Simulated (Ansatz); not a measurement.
Energy needed to pull apart CH2BCl (SMILES C=BCl), singlet, into free ground-state atoms, from the structure below (displaced at random from a GFN2-xTB minimum); no zero-point or spin–orbit terms; open-shell atoms are treated unrestricted, in their ground-state multiplicity.

C1  (-0.477, -0.340, 0.282)
B2  (0.433, 0.350, -0.369)
Cl3  (1.473, 1.321, -0.862)
H4  (-1.343, -0.759, -0.274)
H5  (-0.363, -0.725, 1.258)
(Å)

Ansatz 0.2.0; basis: def2-TZVPP; cores frozen in the correlated methods.

| method | atomization energy (kJ/mol) |
| --- | --- |
| PBE-D4 | 1823 |
| BLYP-D4 | 1763 |
| r2SCAN-D4 | 1791 |
| PBE0-D4 | 1790 |
| LC-wPBE | ? |
| wB97M-V | ? |
| HF | 1294 |
| MP2 | 1754 |
| CCSD | 1663 |
| CCSD(T) | 1696 |

(1) What does wB97M-V give? (An estimate is asked for; the value comes from the calculation.)

(2) What does LC-wPBE give? (An estimate is asked for; the value comes from the calculation.)

The T1 diagnostic stays at or below 0.012.

## Answers

(1) The calculation gives: 1775 kJ/mol, which is about 80 kJ/mol more than CCSD(T)/def2-TZVPP.

(2) The calculation gives: 1762 kJ/mol, which is about 67 kJ/mol more than CCSD(T)/def2-TZVPP.

In triple zeta the MP2 and coupled-cluster atomization energies are still short of their basis limit by a few kcal/mol a bond, whereas those of the functionals are nearly converged, so these differences are not deviations from converged CCSD(T).

For scale, one of the runs: CCSD(T)/def2-TZVPP forces, 132 basis functions (an equivalent command: `ansatz run in.yaml --threads 4`). Hardware: 4 CPU threads, shared host. Wall time 20 s; peak host memory 1.2 GiB.
